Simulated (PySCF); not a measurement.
Gas-phase reaction: BCl3.NH3 + HBNH + BCl3 ⇌ 2 BCl2NH2 + BHCl2

Method: PySCF energies plus ideal-gas RRHO corrections (1 bar). † marks an energy on the PBE0/def2-TZVP geometry and frequencies; other levels use their own. MP2 and CCSD(T) freeze the core. All species are closed-shell singlets. Adducts (BCl3.NH3) have no counterpoise correction, and HF, PBE, BLYP, B3LYP and PBE0 lack dispersion. BCl3.NH3, HBNH, BCl2NH2: computed as isolated molecules; such fragments, hydroxides, amides, oligomers or adducts are transient or little studied in the gas. MP2 isn't extrapolated to the basis-set limit; its ΔH°(298 K) is -155.7 kJ in def2-SVP and -159.2 kJ in def2-TZVPP. CCSD(T) isn't extrapolated to the basis-set limit; its ΔH°(298 K) is -162.2 kJ in def2-SVP and -168.7 kJ in def2-TZVPP. The harmonic model lacks anharmonicity and excited electronic states, which grow with temperature; levels with a mode under 35 cm⁻¹ are left out. Internal rotation in BCl3.NH3, BCl2NH2 is treated as a harmonic vibration of one conformer, which makes the entropy rough.

```tsv
level	ΔE electronic, kJ	ΔH°(298 K), kJ	ΔS°(298 K), J/K	ΔG°(600 K), kJ
CCSD(T)/def2-TZVPP†	-170	-169	26	-183
HF/def2-TZVP†	-215	-215	26	-229
MP2/def2-TZVPP†	-160	-159	26	-173
PBE/def2-SVP	-172	-171	24	-184
PBE0/def2-SVP†	-180	-180	26	-194
r2SCAN/def2-TZVP†	-182	-181	26	-195
ωB97M-V/def2-TZVP†	-172	-171	26	-185
ωB97X-V/def2-TZVP†	-179	-178	26	-193
```
ΔH° is lowest at HF/def2-TZVP† and highest at MP2/def2-TZVPP†. No reference value is set beside these.
